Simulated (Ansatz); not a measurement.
Start from `CC(F)(F)CF` and change one atom or group to get `CC(F)F`.

Ansatz, PBE0-D4/def2-TZVP geometries, multiplicity 1. Each molecule was computed in one conformer, which needn't be the lowest.

```csv
property,`CC(F)(F)CF`
LUMO energy (PBE/def2-TZVPP) / eV,0.32
LUMO energy (PBE0/def2-TZVPP) / eV,1.24
size of the dipole moment (ωB97M-V/def2-TZVPP) / D,1.66
LUMO energy (B3LYP/def2-TZVPP) / eV,0.87
HOMO–LUMO gap (ωB97M-V/def2-TZVPP) / eV,14.61
HOMO energy (PBE0/def2-TZVPP) / eV,-9.50
```

Task: What does the change do to each property? (An estimate is asked.)

Result: The calculation gave: 
```
                                          property  `CC(F)F`  shift
                 LUMO energy (PBE/def2-TZVPP) / eV      0.71   0.39
                LUMO energy (PBE0/def2-TZVPP) / eV      1.50   0.26
size of the dipole moment (ωB97M-V/def2-TZVPP) / D      2.19   0.53
               LUMO energy (B3LYP/def2-TZVPP) / eV      1.11   0.24
           HOMO–LUMO gap (ωB97M-V/def2-TZVPP) / eV     15.00   0.39
                HOMO energy (PBE0/def2-TZVPP) / eV     -9.65  -0.15
```

With PBE0 the HOMO falls by 0.15 eV and the LUMO rises by 0.26 eV, so the gap widens by about 0.41 eV. PBE moves the HOMO by -0.11 eV and ωB97M-V by -0.17 eV. The zero-point energy changes by -53.5 kJ/mol with -9 modes. Dipoles are sizes alone; their direction can turn.

Positive LUMOs are unbound, so they and the gaps depend on the basis.

B3LYP here is the variant with VWN-RPA as its local correlation; programs differ in this.
